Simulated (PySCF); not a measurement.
Silicon monosulfide, SiS.
Atom-mapped SMILES: `[Si-:1]#[S+:2]`

The calculation used PySCF, TDDFT CAM-B3LYP/def2-SVPD, vertical, gas phase, core orbitals frozen in the response. Isolated species at its PBE0-D3(BJ)/def2-SVP geometry, gas phase.

Q: List the vertical singlet excitations with oscillator strengths and describe the spectrum.

A: 

| state | E (eV) | λ (nm) | f | symmetry | main configurations (H = HOMO, L = LUMO) |
| --- | --- | --- | --- | --- | --- |
| S1 | 4.10 | 302.7 | 0.0000 | – | H-2/H-1→L/L+1 (≥74%) |
| S2 | 4.37 | 283.5 | 0.0000 | – | H-2/H-1→L/L+1 (≥88%) |
| S3 | 4.37 | 283.5 | 0.0000 | – | H-2/H-1→L/L+1 (≥88%) |
| S4 | 4.52 | 274.2 | 0.023 | Π | H→L/L+1 (≥96%) |
| S5 | 4.52 | 274.2 | 0.023 | Π | H→L/L+1 (≥96%) |
| S6 | 6.25 | 198.4 | 0.168 | Σ+ | H-2/H-1→L/L+1 (≥63%) |
| S7 | 7.63 | 162.6 | 0.111 | Π | H-2/H-1→L+2 (≥92%) |
| S8 | 7.63 | 162.6 | 0.111 | Π | H-2/H-1→L+2 (≥92%) |
| S9 | 8.02 | 154.6 | 0.077 | Σ+ | H→L+2 (83%), H→L+3 (11%) |
| S10 | 8.25 | 150.2 | 1.038 | Σ+ | H→L+3 (80%) |

Triplets, Tamm–Dancoff:

| state | E (eV) | λ (nm) | main configurations (H = HOMO, L = LUMO) |
| --- | --- | --- | --- |
| T1 | 3.31 | 374.6 | H→L/L+1 (≥97%) |
| T2 | 3.31 | 374.6 | H→L/L+1 (≥97%) |
| T3 | 3.42 | 362.3 | H-2/H-1→L/L+1 (≥74%) |

The lowest singlet lies at 4.10 eV (303 nm, ultraviolet) and is dark (f under 0.0005); its leading configuration is HOMO-2/HOMO-1→LUMO/LUMO+1 (≥74%). The most intense listed level is S10 at 8.25 eV (150 nm, f = 1.038), 4.16 eV above S1. It is the last of those listed, so stronger ones may follow. S2/S3, S4/S5 and S7/S8 lie within about 0.01 eV of each other in each set; the point group C∞v has degenerate representations, and within a degenerate level the listed configurations can mix freely. Löwdin shares by element: HOMO silicon 59%, sulfur 41%; LUMO (one of a set within 0.03 eV) silicon 69%, sulfur 31%. Weighted by f, the mean energy of these states is 7.83 eV. The oscillator strengths of these states sum to 1.550; summed over the whole spectrum of an exact calculation they would give the number of electrons, 30 (Thomas–Reiche–Kuhn). Of the 10 states listed, 7 reach f = 0.01 and 3 stay under 0.0005. The vertical ionisation energy (ΔSCF) is 10.57 eV, 2.32 eV above S10. Symmetry labels in C∞v follow from the direction of the transition dipole and are given only for states with f of 0.002 or more. Orbitals of the list HOMO-3 to LUMO+2 that lie within 0.01 eV of each other are written together with a slash and their weights summed (≥ marks a lower bound); for degenerate orbitals outside that list single weights are arbitrary. Only the lowest 10 singlets were computed, as vertical energies without vibronic structure.
